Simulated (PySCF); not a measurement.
**Bonding in `CC(C)(Cl)Cl`**

Species: C3H6Cl2.
Numbering: `[CH3:1][C:2]([CH3:3])([Cl:4])[Cl:5]` (hydrogens: H6, H7, H8 on C1; H9, H10, H11 on C3)

Cartesian coordinates in Å at the PBE0-D3(BJ)/def2-SVP level; atoms count from 1:
```
atom  x, y, z in Å
C1     1.1180   -0.3135   -0.6128
C2    -0.0888    0.4770   -0.1572
C3    -0.9855   -0.2686    0.8063
Cl4    0.4807    1.9889    0.6389
Cl5   -1.0572    0.9320   -1.6075
H6     0.7880   -1.2307   -1.1222
H7     1.7261    0.2808   -1.3070
H8     1.7326   -0.5845    0.2584
H9    -1.3606   -1.1856    0.3284
H10   -1.8392    0.3568    1.0977
H11   -0.4160   -0.5380    1.7079
```

Bond orders from the PBE0/pcSseg-1 density (PySCF). Isolated species at its PBE0-D3(BJ)/def2-SVP geometry, gas phase.

(1) Where do the orders between heavy atoms depart from those drawn in the SMILES?

(2) Give the Mayer order of every bond, beside its length.

(3) Sum the orders of all bonds at each heavy atom with more than one neighbour and set the sums beside the valence in the SMILES.

## Answers

(1) The largest departure is 0.042, at C1–C2 (drawn single, 0.958) and C2–C3 (drawn single, 0.959).

(2) 
```csv
bond,drawn as,length (Å),Mayer order
C1–C2,single,1.513,0.958
C2–C3,single,1.513,0.959
C2–Cl4,single,1.801,1.020
C2–Cl5,single,1.802,1.019
C1–H6,single,1.100,0.947
C1–H7,single,1.098,0.954
C1–H8,single,1.100,0.947
C3–H9,single,1.100,0.947
C3–H10,single,1.098,0.954
C3–H11,single,1.100,0.947
```

(3) C1 3.806 (drawn 4), C2 3.956 (drawn 4), C3 3.807 (drawn 4). Orders between atoms that aren't bonded are not in these sums.

For a closed shell the Mayer order of atoms A and B is Σ (PS)μν (PS)νμ over the basis functions μ on A and ν on B, with P the density and S the overlap matrix.
